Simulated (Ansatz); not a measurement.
**bcc Li**

The numbers are results of LDA (PAW; Ansatz, an electronic-structure program), not measurements.

Numerical settings: plane-wave cutoff 520 eV, 18×18×18 k mesh, Fermi–Dirac smearing 0.1 eV, perturbation theory, force constants from a 6×6×6 q mesh, scalar-relativistic PAW data made under PBE.

Cell: relaxed at this level.

```yaml
zero_point_energy: 0.041 eV/atom
```
